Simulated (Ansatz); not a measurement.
A short molecular-dynamics run on C3H6FN, SMILES `CC/N=C\F`.

```yaml
crystal:
  periodic: [false, false, false]
  atoms:
    - {symbol: C, position_ang: [-0.998129, 0.618653, 0.982300]}
    - {symbol: C, position_ang: [0.375890, 0.246582, 0.456539]}
    - {symbol: N, position_ang: [0.305314, -1.002526, -0.272905]}
    - {symbol: C, position_ang: [0.694972, -1.097077, -1.444692]}
    - {symbol: F, position_ang: [1.229349, -0.094699, -2.173737]}
    - {symbol: H, position_ang: [-0.937954, 1.518573, 1.597940]}
    - {symbol: H, position_ang: [-1.689112, 0.813911, 0.159509]}
    - {symbol: H, position_ang: [-1.410528, -0.191313, 1.586362]}
    - {symbol: H, position_ang: [1.052538, 0.079798, 1.300546]}
    - {symbol: H, position_ang: [0.791458, 1.063020, -0.142492]}
    - {symbol: H, position_ang: [0.651404, -2.011920, -2.028670]}
basis:
  gaussian: {orbitals: "6-31G*"}
hamiltonian: {xc: {name: PBE}, dispersion: d4}
md: {timestep: 1 fs, n_steps: 30, ensemble: nvt_langevin, temperature: 300, initial_velocities: maxwell_boltzmann, friction: 0.01, seed: 599}
```

```sh
$ ansatz run in.yaml --threads 4 --pin off --events-out ev --progress --plain --max-ram 10444MiB
```

| step | time (fs) | potential energy (eV) | kinetic (eV) | T (K) | conserved (eV) |
| --- | --- | --- | --- | --- | --- |
| 0 | 0.0 | -7406.5877 | 0.3878 | 273 | – |
| 1 | 1.0 | -7406.5695 | 0.3934 | 277 | – |
| 2 | 2.0 | -7406.5041 | 0.3021 | 212 | – |
| 3 | 3.0 | -7406.4392 | 0.2420 | 170 | – |
| 4 | 4.0 | -7406.3955 | 0.1866 | 131 | – |
| 5 | 5.0 | -7406.3719 | 0.1670 | 117 | – |
| 6 | 6.0 | -7406.3622 | 0.1734 | 122 | – |
| 7 | 7.0 | -7406.3633 | 0.1677 | 118 | – |
| 8 | 8.0 | -7406.3767 | 0.1832 | 129 | – |
| 9 | 9.0 | -7406.4134 | 0.2262 | 159 | – |
| 10 | 10.0 | -7406.4713 | 0.2856 | 201 | – |
| 11 | 11.0 | -7406.5116 | 0.3060 | 215 | – |
| 12 | 12.0 | -7406.5023 | 0.2744 | 193 | – |
| 13 | 13.0 | -7406.4475 | 0.2492 | 175 | – |
| 14 | 14.0 | -7406.3865 | 0.1803 | 127 | – |
| 15 | 15.0 | -7406.3537 | 0.1464 | 103 | – |
| 16 | 16.0 | -7406.3492 | 0.1493 | 105 | – |
| 17 | 17.0 | -7406.3574 | 0.1506 | 106 | – |
| 18 | 18.0 | -7406.3628 | 0.1610 | 113 | – |
| 19 | 19.0 | -7406.3784 | 0.1660 | 117 | – |
| 20 | 20.0 | -7406.4290 | 0.2392 | 168 | – |
| 21 | 21.0 | -7406.4876 | 0.2903 | 204 | – |
| 22 | 22.0 | -7406.4996 | 0.2987 | 210 | – |
| 23 | 23.0 | -7406.4529 | 0.2425 | 171 | – |
| 24 | 24.0 | -7406.3897 | 0.1802 | 127 | – |
| 25 | 25.0 | -7406.3590 | 0.1470 | 103 | – |
| 26 | 26.0 | -7406.3651 | 0.1531 | 108 | – |
| 27 | 27.0 | -7406.3759 | 0.1582 | 111 | – |
| 28 | 28.0 | -7406.3692 | 0.1570 | 110 | – |
| 29 | 29.0 | -7406.3547 | 0.1513 | 106 | – |
| 30 | 30.0 | -7406.3590 | 0.1532 | 108 | – |

Velocities are drawn at the set temperature; a run this short doesn't reach equilibrium.

Frames (Å, forces in eV/Å):

```xyz
11
time=0.0 fs
C    -0.998    0.619    0.982   -0.004    0.025    0.022
C     0.376    0.247    0.457   -0.003   -0.016   -0.050
N     0.305   -1.003   -0.273   -0.558   -0.394    1.346
C     0.695   -1.097   -1.445    0.203   -0.261   -0.803
F     1.229   -0.095   -2.174    0.375    0.614   -0.564
H    -0.938    1.519    1.598    0.005    0.308    0.212
H    -1.689    0.814    0.160   -0.242    0.065   -0.271
H    -1.411   -0.191    1.586   -0.152   -0.273    0.203
H     1.053    0.080    1.301    0.242   -0.034    0.299
H     0.791    1.063   -0.142    0.165    0.319   -0.197
H     0.651   -2.012   -2.029   -0.031   -0.353   -0.199
11
time=2.0 fs
C    -1.000    0.612    0.977    0.932    0.749    1.624
C     0.374    0.250    0.457    0.689   -0.461    0.546
N     0.300   -1.008   -0.267   -0.102   -0.640    0.017
C     0.690   -1.091   -1.461   -0.097   -1.091    0.225
F     1.233   -0.091   -2.168    0.431    0.880   -0.711
H    -0.900    1.480    1.681   -0.185   -0.071   -0.661
H    -1.647    0.827    0.158   -0.966    0.361   -0.752
H    -1.413   -0.165    1.612   -0.283   -0.704    0.012
H     1.089    0.100    1.327   -0.494    0.120   -0.702
H     0.761    1.045   -0.185    0.244    0.440   -0.017
H     0.687   -2.027   -2.068   -0.170    0.418    0.418
11
time=4.0 fs
C    -1.000    0.610    0.979    0.587    0.817    1.812
C     0.374    0.253    0.459    0.924   -0.283    0.134
N     0.296   -1.014   -0.260    0.339   -0.761   -1.269
C     0.689   -1.088   -1.477   -0.377   -1.395    1.437
F     1.237   -0.086   -2.162    0.466    1.030   -0.816
H    -0.874    1.444    1.740   -0.328   -0.083   -1.114
H    -1.636    0.851    0.131   -0.596    0.254    0.033
H    -1.423   -0.165    1.634   -0.168   -0.527   -0.473
H     1.110    0.118    1.325   -0.649    0.126   -0.879
H     0.743    1.053   -0.219    0.102    0.070    0.415
H     0.716   -2.033   -2.097   -0.299    0.753    0.719
11
time=6.0 fs
C    -0.997    0.612    0.988   -0.359    0.192    0.935
C     0.378    0.256    0.460    0.473   -0.037   -0.810
N     0.296   -1.020   -0.254    0.526   -0.715   -1.929
C     0.685   -1.087   -1.486   -0.358   -0.864    2.342
F     1.241   -0.079   -2.159    0.396    1.018   -0.783
H    -0.853    1.412    1.755   -0.365    0.363   -0.792
H    -1.651    0.887    0.106    0.185   -0.091    1.132
H    -1.442   -0.189    1.645    0.154    0.063   -0.993
H     1.112    0.134    1.293   -0.211    0.029   -0.298
H     0.735    1.064   -0.241   -0.044   -0.248    0.711
H     0.741   -2.012   -2.102   -0.398    0.290    0.485
11
time=8.0 fs
C    -0.993    0.614    1.000   -0.720   -0.568   -0.249
C     0.380    0.258    0.458   -0.490   -0.026   -1.660
N     0.296   -1.027   -0.253    0.503   -0.475   -1.875
C     0.678   -1.088   -1.487   -0.094    0.283    2.823
F     1.246   -0.071   -2.158    0.213    0.826   -0.605
H    -0.847    1.392    1.735   -0.223    1.122    0.176
H    -1.660    0.918    0.127    0.395   -0.223    1.202
H    -1.458   -0.205    1.620    0.260    0.187   -0.856
H     1.100    0.155    1.253    0.613   -0.177    0.674
H     0.727    1.065   -0.243   -0.043   -0.202    0.568
H     0.763   -1.981   -2.082   -0.414   -0.747   -0.197
11
time=10.0 fs
C    -0.990    0.612    1.011   -0.338   -0.525   -0.360
C     0.379    0.259    0.452   -0.802   -0.493   -1.233
N     0.299   -1.034   -0.255    0.237   -0.083   -1.106
C     0.671   -1.087   -1.477    0.440    0.739    2.040
F     1.251   -0.062   -2.159   -0.061    0.467   -0.312
H    -0.846    1.411    1.712   -0.166    0.986    0.601
H    -1.664    0.934    0.189    0.060   -0.069    0.321
H    -1.465   -0.223    1.566    0.191    0.034   -0.253
H     1.105    0.168    1.237    0.683   -0.256    0.810
H     0.715    1.053   -0.227    0.151    0.275   -0.006
H     0.779   -1.973   -2.059   -0.395   -1.075   -0.501
11
time=12.0 fs
C    -0.987    0.607    1.019    0.418    0.499    0.336
C     0.375    0.258    0.444   -0.383   -0.904    0.029
N     0.304   -1.042   -0.261   -0.220    0.420    0.317
C     0.664   -1.081   -1.463    1.190   -0.144   -0.177
F     1.256   -0.051   -2.161   -0.317    0.099   -0.013
H    -0.855    1.463    1.701   -0.182   -0.139    0.284
H    -1.668    0.948    0.255   -0.457    0.185   -0.780
H    -1.472   -0.238    1.503    0.009   -0.309    0.477
H     1.126    0.177    1.246    0.024   -0.231    0.112
H     0.700    1.046   -0.214    0.362    0.691   -0.516
H     0.776   -1.994   -2.053   -0.444   -0.169   -0.068
11
time=14.0 fs
C    -0.985    0.603    1.027    0.360    1.191    0.607
C     0.373    0.253    0.434    0.135   -0.360    0.501
N     0.308   -1.049   -0.267   -0.681    0.850    1.835
C     0.660   -1.077   -1.449    1.818   -0.994   -2.438
F     1.260   -0.042   -2.162   -0.513   -0.253    0.223
H    -0.872    1.510    1.699   -0.110   -1.107    0.015
H    -1.687    0.968    0.298   -0.420    0.155   -1.118
H    -1.481   -0.263    1.458    0.047   -0.227    0.787
H     1.145    0.184    1.250   -0.458   -0.218   -0.404
H     0.691    1.067   -0.218    0.248    0.248   -0.321
H     0.760   -2.022   -2.049   -0.426    0.715    0.313
11
time=16.0 fs
C    -0.982    0.600    1.037   -0.696    0.982   -0.211
C     0.372    0.248    0.425    0.214    0.666    0.091
N     0.309   -1.051   -0.269   -0.794    1.000    2.205
C     0.662   -1.076   -1.445    1.867   -0.847   -2.894
F     1.264   -0.033   -2.162   -0.615   -0.547    0.344
H    -0.884    1.512    1.698    0.024   -1.141    0.221
H    -1.718    1.000    0.304    0.362   -0.359   -0.417
H    -1.487   -0.297    1.444    0.304    0.376    0.611
H     1.144    0.189    1.236   -0.349   -0.241   -0.328
H     0.692    1.097   -0.240   -0.042   -0.574    0.255
H     0.733   -2.024   -2.035   -0.276    0.684    0.123
11
time=18.0 fs
C    -0.984    0.602    1.048   -1.236   -0.123   -1.325
C     0.371    0.243    0.416    0.075    1.267    0.055
N     0.307   -1.049   -0.263   -0.570    0.872    1.314
C     0.669   -1.076   -1.447    1.375    0.269   -1.504
F     1.263   -0.025   -2.163   -0.626   -0.732    0.382
H    -0.893    1.473    1.702    0.164   -0.258    0.845
H    -1.728    1.021    0.291    0.768   -0.696    0.189
H    -1.485   -0.321    1.453    0.454    0.852    0.317
H     1.137    0.185    1.222   -0.163   -0.198   -0.167
H     0.691    1.108   -0.259   -0.177   -0.919    0.537
H     0.694   -1.996   -2.011   -0.064   -0.334   -0.643
11
time=20.0 fs
C    -0.991    0.604    1.055   -0.817   -0.665   -1.763
C     0.368    0.241    0.409   -0.150    1.133    0.452
N     0.304   -1.046   -0.253   -0.184    0.543   -0.271
C     0.679   -1.075   -1.453    0.671    0.755    0.138
F     1.263   -0.019   -2.164   -0.591   -0.854    0.378
H    -0.885    1.431    1.731    0.174    0.360    1.073
H    -1.710    1.019    0.279    0.567   -0.600    0.357
H    -1.471   -0.319    1.471    0.298    0.695    0.199
H     1.125    0.165    1.211    0.030   -0.061    0.021
H     0.687    1.088   -0.266   -0.086   -0.589    0.389
H     0.648   -1.986   -2.005    0.088   -0.716   -0.974
11
time=22.0 fs
C    -1.001    0.601    1.055    0.618    0.179   -0.691
C     0.364    0.245    0.402   -0.502    0.099    1.215
N     0.300   -1.045   -0.243    0.174    0.194   -1.734
C     0.692   -1.075   -1.458   -0.068    0.150    0.904
F     1.262   -0.014   -2.163   -0.525   -0.899    0.367
H    -0.866    1.402    1.797   -0.053   -0.096    0.160
H    -1.667    0.990    0.273   -0.255   -0.038   -0.055
H    -1.452   -0.295    1.487   -0.108   -0.114    0.301
H     1.109    0.136    1.201    0.247    0.131    0.238
H     0.681    1.044   -0.265    0.219    0.392   -0.210
H     0.606   -1.997   -2.031    0.253    0.002   -0.495
11
time=24.0 fs
C    -1.011    0.597    1.053    1.925    0.470    0.546
C     0.357    0.250    0.400   -0.514   -0.712    1.709
N     0.294   -1.046   -0.238    0.379   -0.024   -2.446
C     0.705   -1.075   -1.458   -0.644   -0.615    0.713
F     1.259   -0.008   -2.162   -0.444   -0.877    0.405
H    -0.847    1.366    1.852   -0.265   -0.226   -0.539
H    -1.628    0.964    0.269   -1.152    0.545   -0.672
H    -1.443   -0.278    1.510   -0.354   -0.665    0.268
H     1.100    0.109    1.197    0.267    0.317    0.246
H     0.681    1.015   -0.275    0.365    0.956   -0.479
H     0.576   -2.003   -2.078    0.437    0.830    0.248
11
time=26.0 fs
C    -1.015    0.591    1.054    1.754    0.364    0.649
C     0.351    0.254    0.403   -0.005   -0.594    1.122
N     0.289   -1.047   -0.240    0.449   -0.016   -2.350
C     0.714   -1.077   -1.455   -0.891   -0.454    0.534
F     1.255   -0.003   -2.162   -0.353   -0.836    0.435
H    -0.840    1.322    1.887   -0.330    0.052   -0.759
H    -1.618    0.956    0.246   -1.086    0.527   -0.266
H    -1.450   -0.275    1.539   -0.271   -0.621   -0.065
H     1.104    0.107    1.192    0.194    0.368    0.197
H     0.692    1.015   -0.302    0.038    0.506    0.116
H     0.558   -1.978   -2.106    0.500    0.705    0.386
11
time=28.0 fs
C    -1.014    0.588    1.052    0.544   -0.229    0.090
C     0.345    0.256    0.410    0.527   -0.293    0.209
N     0.287   -1.047   -0.250    0.362    0.078   -1.642
C     0.722   -1.079   -1.452   -0.850    0.373    0.438
F     1.251    0.001   -2.162   -0.224   -0.733    0.432
H    -0.845    1.281    1.901   -0.281    0.506   -0.572
H    -1.640    0.960    0.217   -0.380    0.160    0.710
H    -1.471   -0.291    1.558    0.117   -0.017   -0.601
H     1.116    0.117    1.185    0.096    0.313    0.197
H     0.704    1.024   -0.326   -0.330   -0.039    0.746
H     0.546   -1.930   -2.119    0.420   -0.120   -0.005
11
time=30.0 fs
C    -1.014    0.587    1.048   -0.358   -0.728   -0.106
C     0.339    0.257    0.416    0.885   -0.207   -0.269
N     0.287   -1.046   -0.265    0.148    0.206   -0.523
C     0.728   -1.082   -1.449   -0.615    1.087    0.055
F     1.244    0.003   -2.161   -0.062   -0.550    0.376
H    -0.854    1.262    1.897   -0.219    0.717   -0.273
H    -1.667    0.978    0.216    0.077   -0.073    1.046
H    -1.497   -0.310    1.551    0.442    0.493   -0.856
H     1.132    0.138    1.181   -0.127    0.181    0.130
H     0.702    1.037   -0.320   -0.457   -0.248    0.840
H     0.549   -1.892   -2.128    0.287   -0.879   -0.419
```

Hardware: 4 threads of an AMD EPYC 9R45 on a shared host. Wall time 10 s, peak host memory 0.5 GiB.
